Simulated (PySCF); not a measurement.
The S–O bond energy of SO₃

Level of theory: PySCF, B3LYP, basis S def2-TZVP, O def2-TZVP (no relativity, density fitting).

Each entry is the lowest minimum that a search over a few typed start shapes (and spin states, where more than one is plausible) found, or that minimum re-optimised at the stated level; isomers with ligand–ligand bonds, or fragments after loss of a ligand pair, can lie lower.

Total energies (Eh), which compare only within these settings: O atom -75.09629.

```
species  2S+1  group      E (Eh)  ZPE (kJ/mol)
    SO₂     1    C2v  -548.72221          18.4
    SO₃     1    D3h  -623.94963          32.4
```

What are De and D0 for SO₃ → SO₂ + O?

De = [(-548.72221) + (-75.09629) − (-623.94963)] × 2625.5 = 344 kJ/mol. The zero-point energy changes by -14.0 kJ/mol, so D0 = 330 kJ/mol.

Atoms and open shells are unrestricted, without spin–orbit or basis-set superposition corrections.
